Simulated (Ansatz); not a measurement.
Reaction (isomerisation): `C/N=C\F` → `CC(=N)F`

Program: Ansatz. Geometries: PBE0-D4/def2-TZVP. ΔE: electronic, gas phase. CCSD(T)/CBS is the MP2 limit (def2-TZVPP, def2-QZVPP) plus CCSD(T) − MP2 in def2-TZVPP, frozen cores. DFT in def2-TZVPP. Each species was taken in one conformer, which may not be the lowest.

| level | ΔE (eV) |
| --- | --- |
| ωB97X-V | -0.49 |
| CAM-B3LYP | -0.48 |

Problem. What does CCSD(T)/CBS give? (An estimate is asked.)

Solution. Computed: -0.49 eV. The listed levels differ from it by 0.00, 0.01 eV.

Problem. What do rigid-rotor, harmonic-oscillator terms from PBE0-D4/def2-TZVP frequencies (298.15 K, 1 bar) make of the CCSD(T)/CBS value? (An estimate is asked.)

Solution. The calculation gave: ΔZPE = 0.00 eV, ΔH = -0.49 eV, ΔS = -6 J/(mol·K), ΔG = -0.48 eV.

Largest T1 diagnostic among the species: 0.013.

At CCSD(T), def2-SVP lies +0.09 eV from the extrapolated value and def2-TZVPP +0.02 eV. From PBE to PBE0 (25 % exact exchange), in def2-TZVPP and without D4, ΔE moves by −0.04 eV. Leaving LDA and LC-ωPBE aside and taking each functional with its dispersion term where it has one, the values, not all of them listed here, spread over 0.11 eV, from B97M-V to BLYP-D4.
